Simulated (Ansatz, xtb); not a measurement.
System: N2H3, net charge -1, singlet state. It need not be the lowest isomer of its formula. Whether it binds its extra electron was not tested at this geometry. 
Geometry from a B3LYP-D3(BJ)/def2-TZVP (Ansatz, a program for electronic structure) optimisation:
SMILES: [NH-]N
```xyz
5

N     -0.0117     0.8129     0.0953
N     -0.0002    -0.6760    -0.0870
H     -0.8151     1.0690    -0.4970
H     -0.0399    -1.0945     0.8481
H      0.9385    -0.9330    -0.4092
```
Charge -1, spin multiplicity 1.

Harmonic wavenumbers from GFN2-xTB (xtb, at its own minimum), cm⁻¹: 171, 885, 1062, 1149, 1408, 1601, 2752, 2913, 3145.

Q: Give the harmonic wavenumbers at B3LYP-D3(BJ)/def2-TZVP (Ansatz, finite differences of forces, unscaled).

A: 380, 747, 1024, 1150, 1382, 1619, 3195, 3209, 3237 cm⁻¹. Zero-point energy 22.8 kcal/mol.

Q: From these and the geometry, give the ideal-gas thermochemistry at 298.15 K and 1 atm (rigid rotor, harmonic oscillator).

A: Point group Cs, rotational symmetry number 1. Rotational constants 186.9, 24.78, 24.64 GHz. S(trans) 36.23, S(rot) 18.58, S(vib) 1.46, S(elec, spin only) 0.00, S 56.3 cal/(mol K). H(298) - H(0) 2.68 kcal/mol; G - E(el) 8.7 kcal/mol.
